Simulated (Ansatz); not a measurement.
The first iterations of a band of H7NSi2 (10 atoms, charge 0, multiplicity 1).

These are results of RHF/def2-SVP (Ansatz 0.2.0), not measurements.

```
movable images  : 5
climbing image  : yes
spring          : 5.0 eV/Å²
optimiser       : quadratic models (default)
start path      : through a guess of the saddle point
force threshold : 0.05 eV/Å
iteration limit : 60
end points      : relaxed
```

Image 0:

```xyz
10
Properties=species:S:1:pos:R:3
Si 0.286 0.027 -0.104
Si 1.008 0.062 2.151
H -0.132 -0.151 3.077
H 2.018 -1.001 2.385
H 1.628 1.375 2.469
H 1.497 0.019 -0.973
N -0.794 1.355 -0.365
H -1.361 1.396 -1.189
H -0.562 2.275 -0.046
H -0.449 -1.228 -0.396
```

Image 6:

```xyz
10
Properties=species:S:1:pos:R:3
Si -0.419 0.504 -1.951
Si 1.527 -0.014 2.241
H 0.120 -0.382 2.521
H 2.379 -0.452 3.371
H 1.634 1.457 2.092
H 1.979 -0.676 0.997
N -0.827 1.278 -0.482
H -1.491 0.952 0.194
H -0.432 2.161 -0.222
H -1.330 -0.697 -1.753
```

| iteration | highest image above the first end (eV) | largest band force component (eV/Å) |
| --- | --- | --- |
| 1 | 6.297 | 16.463 |
| 2 | 4.099 | 5.889 |
| 3 | 4.295 | 2.757 |
| 4 | 4.022 | 1.671 |
| 5 | 3.572 | 1.390 |
| 6 | 3.203 | 1.330 |
| 7 | 2.666 | 1.187 |
| 8 | 2.334 | 1.076 |
| 9 | 2.124 | 0.779 |

Question: Does the band converge within its limit, and where does its top end?

Answer: It converged. It ended after 29 iterations with the highest image 2.897 eV above the first end. Neighbouring images differ by up to 2.9 eV, so the band resolves the path poorly. A vibrational analysis at the climbing image gives one clearly imaginary mode, 1114i cm⁻¹: a first-order saddle point. The orbitals stay closed-shell, which can raise the energy where a bond breaks towards radicals; this wasn't checked here.

Run time: 100 s on 1 thread of AMD EPYC 9R45 96-Core Processor (Zen 5), on a shared host, peak memory 0.17 GiB.
